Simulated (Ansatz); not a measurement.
SiH2 (SMILES [SiH2], charge +1) moved off its minimum; all values from Ansatz (an electronic-structure program), cores frozen in correlated methods. Open shells are unrestricted.
(charge 1, multiplicity 2)
```xyz
3

Si    -0.0529     0.1184    -0.0353
H     -1.3217    -0.5976     0.0246
H      1.2805    -0.6150    -0.1222
```

```csv
level,largest force (eV/Å),on atom,rms difference from CCSD(T)/aug-cc-pV(T+d)Z (eV/Å),dipole (D)
HF/def2-TZVPP,1.07,Si1,0.166,-
PBE/def2-TZVPP,1.07,Si1,0.198,-
r2SCAN/def2-TZVPP,1.01,Si1,0.044,-
B3LYP/def2-TZVPP,1.00,Si1,0.056,-
wB97M-V/def2-TZVPP,1.00,Si1,0.024,-
MP2/aug-cc-pV(T+d)Z,1.03,Si1,0.107,-
CCSD(T)/aug-cc-pV(T+d)Z,1.00,Si1,0.000,-
```

The differences count from one level among others, with limits of its own. Forces at CCSD(T)/aug-cc-pV(T+d)Z (eV/Å):

```json
[
 {"atom": "Si1", "Fx": "0.994", "Fy": "0.042", "Fz": "-0.055"},
 {"atom": "H2", "Fx": "-0.384", "Fy": "-0.299", "Fz": "0.017"},
 {"atom": "H3", "Fx": "-0.611", "Fy": "0.257", "Fz": "0.039"}
]
```
